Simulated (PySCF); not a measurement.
Question: What does the PBE0-D3(BJ)/def2-SVP structure of `C=NC(=O)CC` look like in three dimensions?

Answer: 
```xyz
13
C4H7NO angstrom
C      3.164   -0.197   -0.042
N      2.147   -0.266    0.705
C      0.914   -0.668    0.160
O      0.782   -1.704   -0.444
C     -0.217    0.276    0.478
C     -1.535   -0.141   -0.142
H      3.124   -0.394   -1.129
H      4.140    0.063    0.391
H      0.091    1.287    0.157
H     -0.277    0.340    1.578
H     -1.462   -0.186   -1.238
H     -1.827   -1.144    0.202
H     -2.335    0.565    0.123
```

Orientation and origin are arbitrary. Atoms count from 1 in this order. Of the pairs four or more bonds apart, O4···H12 is among the closest relative to their van der Waals radii: 2.75 Å, 101 % of the sum of Bondi's values. The 2 C–N bonds span 1.264 Å (C1=N2, drawn double) to 1.407 Å (N2–C3, drawn single), a spread of 0.143 Å.

Bonds between heavy atoms (Å): C1=N2 1.264, N2–C3 1.407, C3=O4 1.207, C3–C5 1.508, C5–C6 1.515.

Method used: PySCF 2.14.0, PBE0-D3(BJ)/def2-SVP geometry optimisation, gas phase.

Point group: C1 (no symmetry element, even within 0.4 Å). No PBE0-D3(BJ)/def2-SVP frequencies stand behind this structure, so it isn't proved a minimum. One conformer, not necessarily the lowest (C1–N2–C3–O4 55°, N2–C3–C5–C6 178°).

The run took 64 s on Arm Neoverse V2, one thread, on a shared host. That covers the optimisation of the geometry.
